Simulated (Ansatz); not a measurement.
A calculation with Ansatz (development build ahead of 0.2.0).

```yaml
crystal:
  periodic: [false, false, false]
  atoms:
    - { symbol: "N", position_ang: [-0.06492, 0.03084, -0.26342] }
    - { symbol: O, position_ang: [-0.03578, 1.07558, 0.14632] }
    - { symbol: O, position_ang: [0.04438, -1.04918, 0.13172] }
basis:
  gaussian: { orbitals: STO-3G }
magnetization:
  spin_polarized: true
  initial_magnetization: 1
hamiltonian:
  xc: hf
correlation:
  method: mp2
  frozen_orbitals: { "N": 1, O: 1 }
```

The input is written out in the form of the current development build from the run's settings.

The run gave:

* Converged: yes
* Reference energy: -201.23375 hartree
* Correlation energy: -0.14703 hartree
* Total energy: -201.38078 hartree
* Spin squared of the determinant: 1.024

Caution: the unrestricted determinant is spin contaminated.
